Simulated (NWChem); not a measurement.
System: B cation, singlet

NWChem input:

```
start job
memory heap 200 mb stack 900 mb global 1100 mb
charge 1
geometry units angstroms noautosym nocenter noautoz
  B      0.000000     0.000000     0.000000
end
basis spherical
  B library d-aug-cc-pvdz
end
dft
  xc xpbe96 cpbe96
  iterations 150
end
property
  response 1 0.0
end
task dft property
```

Low-valent species are run as closed-shell singlets; no triplet was tried in these runs.

Static field.

What results follow from this input? (PBE/d-aug-cc-pVDZ.) Quantities: basis functions; isotropic polarisability (bohr³); anisotropy (bohr³).


| Item | Value |
|---|---|
| number of basis functions | 32 |
| isotropic polarisability (bohr³) | 10.7 |
| anisotropy (bohr³) | 0.0 |
